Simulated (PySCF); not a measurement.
Species: PH4 (charge +1).
Geometry (PBE0-D3(BJ)/def2-SVP, Å), atoms numbered from 1 in this order:
```xyz
5
PH4 angstrom
P     -0.0227    0.0150   -0.0201
H     -0.7917   -0.8582   -0.8145
H      0.2973   -0.6169    1.1977
H     -0.7609    1.1867    0.2390
H      1.1638    0.3487   -0.7024
```

Theory: PBE0-D3(BJ)/def2-SVP geometry optimisation, gas phase (PySCF).

Take the most abundant isotopes and a rigid rotor. 

**Question.** What are A, B and C (GHz)?

**Answer.** Ia = 5.33, Ib = 5.33, Ic = 5.33 u·Å²; 505379 MHz·u·Å²/I gives 94754, 94743 and 94732 MHz, that is A = 94.754, B = 94.743, C = 94.732 GHz.

**Question.** Classify the top.

**Answer.** A spherical top, as the point group Td requires three equal moments; the computed ones differ by 0.02 % because the geometry is symmetric only within the optimiser's tolerance.

The point group Td allows no dipole (computed: 0.00 D (about the centre of mass, as the species is charged)), so a rigid rotor has no electric-dipole lines.

No frequency check. These are rigid-rotor constants of the computed structure; measured ground-state constants (B0) also hold zero-point vibration.
